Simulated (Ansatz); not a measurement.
The input, for Ansatz 0.2.0:

```yaml
crystal:
  periodic: [false, false, false]
  atoms:
    - {symbol: P, position_ang: [0.062948, -0.132978, 1.544050]}
    - {symbol: C, position_ang: [-0.101926, 0.611815, 0.008035]}
    - {symbol: P, position_ang: [-0.025305, -0.157028, -1.547754]}
    - {symbol: H, position_ang: [0.057803, 1.621348, 0.018069]}
basis:
  gaussian: {orbitals: 6-31G, fitting: {mean_field: def2-universal-jkfit}}
magnetization: {spin_polarized: false, initial_magnetization: 3}
hamiltonian: {xc: hf}
output: {orbitals: {seedname: orbitals}}
```

```sh
$ ansatz run in.yaml --threads 1 --pin off --events-out ev --progress --plain --max-ram 2393MiB
```

The program prints:

```
349 factors; integrals over basis functions are off by at most 2.9e-2 eV
mean field evaluation 1: about -19584.2413 eV, gradient 1.1e1 eV
mean field evaluation 2: about -19585.0660 eV, gradient 3.4e0 eV
mean field evaluation 4: about -19585.1474 eV, gradient 4.8e-1 eV
mean field evaluation 8: about -19585.1561 eV, gradient 1.8e-1 eV
mean field evaluation 16: about -19512.8787 eV, gradient 1.2e2 eV
mean field evaluation 32: about -19585.0499 eV, gradient 1.2e0 eV
mean field -19585.17398782 eV, -719.7418687448 hartree, gradient 2.3e-5 eV, S^2 3.750000; 1 other end points of the search recorded, 0 dependent functions left out
reference -19585.17398782 eV, -719.7418687448 hartree; 20, 17 occupied and 17, 20 virtual orbitals, 349 factors
Total energy: -19585.17398782 eV, -719.7418687448 hartree
```

Ran on 1 thread of Arm Neoverse V1, shared host: 0.42 s wall, 0.07 GiB peak host memory.
